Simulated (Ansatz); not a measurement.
The same path of BH$_{5}$NSi (8 atoms, charge 0, multiplicity 2) was run twice with different band settings. The coordinate that changes most is the dihedral N1–B2–Si3–H7.

The calculation used Ansatz 0.2.0, UKS B3LYP-D4/cc-pVDZ.

Relaxed end points:

```xyz
8
Properties=species:S:1:pos:R:3
N -1.323 0.558 -1.138
B -0.018 0.414 -0.991
Si 0.567 -0.384 0.834
H -2.257 0.460 -0.769
H 0.850 0.695 -1.786
H -0.611 -0.706 1.701
H 1.353 -1.639 0.599
H 1.439 0.603 1.550
```

```xyz
8
Properties=species:S:1:pos:R:3
N -0.540 -0.217 -1.737
B -0.276 0.669 -0.793
Si 0.327 -0.147 1.019
H -0.601 -1.178 -2.039
H -0.346 1.874 -0.872
H -0.618 0.290 2.097
H 0.353 -1.643 0.973
H 1.701 0.352 1.352
```

Common settings: spring 5.0 eV/Å²; optimiser quadratic models (default); start path IDPP; force threshold 0.05 eV/Å; iteration limit 60; end points relaxed.

| run | movable images | climbing image |
| --- | --- | --- |
| 1 | 5 | yes |
| 2 | 6 | no |

Task: What does each run give, and how far can it be trusted?

Result: Run 1: converged after 6 iterations, highest image 0.030 eV above the first end. A vibrational analysis at the climbing image gives one clearly imaginary mode, 96i cm⁻¹: a first-order saddle point.
Run 2: converged after 5 iterations, highest image 0.030 eV above the first end. No image climbed, so the highest image needn't sit at the top of the path.
